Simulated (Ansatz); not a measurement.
**BSiF (quintet): the correlation ladder, def2-TZVPP**

The task here is to estimate one member of a computed series from the others.

Method: def2-TZVPP, core rule «outside noble gas», up to 7 orbitals frozen; program: Ansatz 0.2.0, Gaussian basis.

The runs, in order: UHF; ROHF; CCSD(T) on UHF.

2 further runs of the same task are left out: 2 set aside as unsound or not needed.

**What is computed**

The geometry is a PBE0/def2-TZVP stationary point (not a proven minimum) of the parent state, kept for this charge and spin.

3 atoms, charge 0, spin multiplicity 5.

Atoms are counted from 1 here; the program's logs count them from 0.

Bond lengths: F1–B2 1.280 Å, B2–Si3 1.896 Å. Angles: F1–B2–Si3 180.0°.

The first run:

Contents of in.yaml:

```yaml
crystal:
  periodic: [false, false, false]
  atoms:
    - {symbol: F, position_ang: [0.000000, 0.000000, 1.485424]}
    - {symbol: B, position_ang: [0.000000, 0.000000, 0.205103]}
    - {symbol: Si, position_ang: [0.000000, 0.000000, -1.690526]}
basis:
  gaussian: {orbitals: def2-TZVPP}
magnetization: {spin_polarized: true, initial_magnetization: 4}
hamiltonian: {xc: hf}
output: {orbitals: {seedname: orbitals}}
```

Started as:

```sh
$ ansatz run in.yaml --threads 1 --pin off --events-out ev --progress --plain --max-ram 2816MiB --backend cpu
```

Among the steps run: UHF; ROHF; CCSD(T) on UHF.

One of the session's tables, all rows but one given; the rest of the session is left out.

```
  method  from UCCSD(T) (meV)
    ROHF             +11018.0
     UHF                    ?
    UMP2               +952.1
   UCCSD               +379.2
UCCSD(T)                    0
```

Estimate the missing values for UHF.

The run gave: from UCCSD(T) (meV): +10891.6. In the column «from UCCSD(T) (meV)» it lies between UMP2 (+952.1) and ROHF (+11018.0).
